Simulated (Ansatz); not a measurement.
**fcc Ag**

All values below come from r²SCANh in Ansatz (PAW).

Numerical settings: plane-wave cutoff 520 eV, 14×14×14 k mesh, Fermi–Dirac smearing 0.05 eV, no spin polarisation, scalar-relativistic PAW data made under PBE.

Cell: relaxed at this level.

| Quantity | Result |
|---|---|
| equilibrium volume per atom | 17.34 Å³/atom |
| bulk modulus | 97.7 GPa |
| lattice constant a | 4.108 Å |
| pressure derivative B′ of the bulk modulus | 5.5 |

Measured, for comparison: equilibrium volume per atom 16.76 Å³/atom (static lattice: zero-point anharmonic expansion removed; as tabulated in Mejia-Rodriguez and Trickey (2018), arXiv:1807.09216); bulk modulus 110 GPa (corrected for temperature and zero-point phonon effects, our sources range from 104 to 111; as tabulated in Levämäki et al. (2014), arXiv:1402.3671); lattice constant a 4.062 Å (static lattice: zero-point anharmonic expansion removed, our sources range from 4.056 to 4.063; as tabulated in Mejia-Rodriguez and Trickey (2018), arXiv:1807.09216). Computed (rounded) less measured: equilibrium volume per atom +3.5 %, bulk modulus -11 % (-6 % to -12 % over the range), lattice constant a +1.1 % (+1.1 % to +1.3 % over the range).

Cost on a shared machine: about 26 core-minutes (a rough figure).

Ansatz is a first-principles code.
